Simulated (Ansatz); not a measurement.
**Counterpoise correction, worked out**

The pair of SiH₄ (SMILES [SiH4], atoms 1–5) and SiH₃Cl (SMILES [SiH3]Cl, atoms 6–10), both closed shells, in one local arrangement (a lower one may exist), relaxed at PBE0-D4/def2-TZVP:

| atom | x (Å) | y (Å) | z (Å) |
| --- | --- | --- | --- |
| Si1 | -0.1315 | 0.0577 | -1.9758 |
| H2 | -1.5491 | 0.1917 | -1.5591 |
| H3 | 0.0936 | 0.7975 | -3.2423 |
| H4 | 0.2055 | -1.3752 | -2.1610 |
| H5 | 0.7444 | 0.6330 | -0.9195 |
| Si6 | 0.1500 | -0.0285 | 1.8455 |
| Cl7 | -0.1837 | -0.5059 | 3.8167 |
| H8 | 1.6035 | 0.1728 | 1.6530 |
| H9 | -0.5982 | 1.2095 | 1.5316 |
| H10 | -0.3344 | -1.1526 | 1.0108 |

Computed with Ansatz 0.2.0 (basis: def2-TZVPPD); correlated methods freeze the cores.

MP2 total energies in eV:

| system | geometry | basis functions | energy |
| --- | --- | --- | --- |
| pair | pair | all | -28353.60473 |
| SiH₄ | as in the pair | all (partner as ghosts) | -7929.47318 |
| SiH₃Cl | as in the pair | all (partner as ghosts) | -20424.09198 |
| SiH₄ | as in the pair | its own | -7929.46734 |
| SiH₃Cl | as in the pair | its own | -20424.08223 |
| SiH₄ | free (PBE0-D4 minimum) | its own | -7929.46795 |
| SiH₃Cl | free (PBE0-D4 minimum) | its own | -20424.08223 |

(1) Work out the interaction energy with and without the counterpoise correction, the superposition error, and the binding energy from the relaxed fragments.

The T1 diagnostic stays at or below 0.011.

## Answers

(1) Without correction: -28353.60473 − (-7929.46734) − (-20424.08223) = -0.05516 eV.
With correction (each fragment in the whole basis): -28353.60473 − (-7929.47318) − (-20424.09198) = -0.03957 eV = -0.91 kcal/mol.
The superposition error is the difference, 0.01559 eV, 28 % of the uncorrected value: each fragment borrows its partner's functions.
Deformation from the free shapes: 0.00061 eV for SiH₄ and 0.00000 eV for SiH₃Cl.
Binding energy from relaxed fragments: -0.03957 + 0.00061 + 0.00000 = -0.03896 eV = -0.90 kcal/mol (electronic, without zero-point energy; negative means bound). For comparison, the corrected interaction energy by CCSD(T) at an estimated basis limit (MP2 extrapolated from triple and quadruple zeta, plus CCSD(T) − MP2 in triple zeta) is -0.056 eV.

For scale, one of the runs: CCSD(T)/def2-TZVPPD, 266 basis functions, launched by `ansatz run in.yaml --threads 4 --pin off --events-out ev --progress --plain --max-ram 9574MiB`. Hardware: 4 CPU threads of an Intel Xeon 6975P-C, shared host. Wall time 25 s; peak host memory 6.3 GiB.
